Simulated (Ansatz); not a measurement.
# BClHS: the cost of one run

All numbers are computed with the Python package of Ansatz 0.2.0. Level of theory: Hartree-Fock/def2-SVP.

## (1) Starting point

Bond lengths: S1–B2 1.942 Å, B2–Cl3 1.863 Å, S1–H4 1.464 Å. Angles: S1–B2–Cl3 121.5°, B2–S1–H4 91.0°.

The script holds or builds the structure itself.

## (2) Script

bclhs.py reads:

```python
"""Relaxed scan of one distance in BClHS."""

import ansatz
import numpy as np

GEOMETRY = """
S     0.70760   -1.07330    0.37690
B    -0.42370   -0.02370   -0.80200
Cl   -1.84950    0.97910   -0.14550
H     1.62110    0.05760    0.55030
"""


def main() -> None:
    molecule = ansatz.Crystal.molecule()
    for line in GEOMETRY.strip().splitlines():
        symbol, *xyz = line.split()
        molecule = molecule.atom(symbol, [float(v) for v in xyz])

    job = (
        molecule.calculation()
        .basis(gaussian="def2-SVP")
        .functional("hf")
        .spin("collinear", total=1)
    )
    symbols = [site.symbol for site in molecule.cartesian_sites]
    pairs = [(0, 1), (0, 3), (1, 2)]
    print("held (A)   E (eV)        ", "  ".join(f"{symbols[i]}{i}-{symbols[j]}{j}" for i, j in pairs))
    for length in [1.71, 1.86, 2.01, 2.24, 2.51]:
        data = job.relax(constraints=[ansatz.DistanceConstraint((1, 2), at=length)], force_tolerance=0.02, max_steps=60).run(threads=1).report
        xyz = np.array(data["positions_ang"])
        print(f"{length:6.2f} {data['free_energy_ev']:14.5f}  ", "  ".join(f"{np.linalg.norm(xyz[i] - xyz[j]):.3f}" for i, j in pairs))


if __name__ == "__main__":
    main()
```

## (3) The calls as engine input

The package turns the script's settings into the engine's input (first run):

```yaml
crystal:
  periodic: [false, false, false]
  atoms:
    - { symbol: S, position_ang: [0.7076, -1.0733, 0.3769] }
    - { symbol: B, position_ang: [-0.4237, -0.0237, -0.802] }
    - { symbol: Cl, position_ang: [-1.8495, 0.9791, -0.1455] }
    - { symbol: H, position_ang: [1.6211, 0.0576, 0.5503] }
basis:
  gaussian:
    orbitals: def2-SVP
hamiltonian:
  xc: hf
magnetization:
  spin_polarized: true
  initial_magnetization: 1.0
relax:
  f_tol: 0.02
  max_steps: 60
  constraints:
    - { distance: [1, 2], at: 1.71 }
```

## (4) Launch

Launch:

```
$ python bclhs.py
```

What time and memory should one allow on 1 thread of Arm Neoverse V2, shared host?

About 38 s, with a peak of 0.2 GiB.
